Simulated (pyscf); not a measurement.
## Hydrogen abstraction: `[CH3][CH3]` + `[H]` [doublet] -> `[CH2][CH3]` [doublet] + `[H][H]`

Gas phase, doublet surface, charge 0. Bonds broken: C1–H3. Bonds formed: H3–H9. Optimised with ωB97X-D3(BJ)/def2-SVP in PySCF.

Transition state (Å):

```xyz
9

C     -0.4070     0.5330    -0.1690
C     -0.5398    -0.4377     0.9767
H      0.0529     1.7304     0.3707
H     -1.3462     0.8489    -0.6442
H      0.3764     0.3053    -0.9053
H      0.4273    -0.6071     1.4765
H     -0.9045    -1.4195     0.6245
H     -1.2539    -0.0745     1.7328
H      0.3581     2.5009     0.7807
```

One imaginary mode, 1313i cm⁻¹; descent along it reached the two sides named.

| bond | change | reactant side (Å) | saddle | product side |
|---|---|---|---|---|
| C1–H3 | breaks | 1.102 | 1.392 | 2.8 |
| H3–H9 | forms | 3.4 | 0.925 | 0.762 |

Electronic energies relative to the separated reactants (kJ/mol):

| level | barrier | reaction energy | reverse barrier |
|---|---|---|---|
| ωB97X-D3(BJ)/def2-TZVP | 46.6 | +2.0 | 44.5 |
| PBE/def2-TZVP | 25.7 | +1.0 | 24.6 |
| r²SCAN/def2-TZVP | 19.5 | -17.7 | 37.2 |
| B3LYP-D3(BJ)/def2-TZVP | 24.4 | -13.7 | 38.1 |
| PBE0-D3(BJ)/def2-TZVP | 35.6 | +3.0 | 32.6 |
| M06-2X/def2-TZVP | 53.4 | -0.5 | 53.9 |
| ωB97M-D3(BJ)/def2-TZVP | 46.4 | +0.9 | 45.5 |
| HF/def2-TZVP | 89.7 | -2.5 | 92.2 |

With ωB97M-D3(BJ)/def2-TZVP energies and thermal terms (ideal gas, 1 atm, RRHO with modes under 100 cm⁻¹ raised to 100, one conformer, R ln 2 for chiral ones without a mode under 150 cm⁻¹), in kJ/mol:

| T (K) | ΔH‡ | ΔG‡ | ΔH | ΔG |
|---|---|---|---|---|
| 298 | 35.4 | 58.7 | -9.8 | -23.1 |
| 600 | 34.4 | 82.8 | -7.1 | -37.9 |
| 900 | 34.3 | 107.0 | -6.8 | -53.5 |
| 1200 | 34.3 | 131.2 | -7.9 | -68.9 |

One saddle was located; it need not be the lowest between these sides. The angle at the transferred H is 176°.
